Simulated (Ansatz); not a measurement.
Basis-set extrapolation for C4H4OS (`Oc1ccsc1`) (PBE0-D4/def2-TZVP geometry, frozen core, Ansatz 0.2.0). Multiplicity 1, RHF reference.

```json
{"": "HF", "def2-TZVPP": "-626.270473", "def2-QZVPP": "-626.291719"}
{"": "MP2 correlation", "def2-TZVPP": "-1.043459", "def2-QZVPP": "-1.118672"}
{"": "CCSD(T) correlation", "def2-TZVPP": "-1.119584", "def2-QZVPP": "not run"}
```

Energies in hartree. Use E(X) = E(∞) + A·exp(−7.88·√X) for Hartree–Fock and E(X) = E(∞) + B·X^(−2.97) for correlation, with X = 3 and 4, and add CCSD(T) minus MP2 of the smaller set to the MP2 limit.

Question: What is the CCSD(T) energy at the basis-set limit?

Answer: HF limit: -626.291719 + (-0.021246) × 0.13774 = -626.29465. MP2 limit: -1.118672 + (-0.075213) × 0.74074 = -1.17439. Higher-order term: -1.119584 − (-1.043459) = -0.07612. Total: -627.54516 hartree, 407.2 kJ/mol below CCSD(T)/def2-TZVPP.
